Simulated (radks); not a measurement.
**Al²⁺ in [He] 2s2 2p5 3s2: an all-electron calculation**

Wanted: eigenvalues, radial structure and energy terms of the aluminium ion Al2+.

Method: non-relativistic Kohn-Sham, MS2 meta-GGA, spin-polarised, spherical densities, point nucleus; open shells are filled with parallel spins first. Code: radks (a radial shooting solver on a logarithmic mesh, Libxc functionals) version 1.

**1. The system**

```
element       : aluminium (Z = 13)
charge        : +2
electrons     : 11
configuration : [He] 2s2 2p5 3s2
```

The outer shells:

Al²⁺
```
[He] core
2s [↑↓]
2p [↑↓][↑↓][↑ ]
3s [↑↓]
```

**2. The run**

The run's settings:

```text
Z 13
configuration [He] 2s2 2p5 3s2 3p0 4s0
relativity non-relativistic
functional ms2,regtpss
spin polarised
nucleus point
```

Q: Predict the outcome of this run.

The runs gave:

```
                        quantity                     value
                    total energy        -238.74050 hartree
exchange-correlation share of it                    7.26 %
                            −T/E                    0.9985
          highest occupied level       3s down, -27.527 eV
    most extended occupied level  3s down, <r> = 2.05 bohr
 radius at density 0.001 e/bohr³                 3.51 bohr
    maxima of the radial density                         2
```

What this shows: The radial density shows 2 maxima for 3 occupied principal shells; where shells overlap, one shows as a shoulder or not at all. The ratio −T/E is 0.9985; for a non-relativistic Coulomb system it is 1 up to the kinetic part of correlation. This is not the tabulated ground configuration, so its levels and sizes aren't those of the ground state, and no measured value stands beside it.
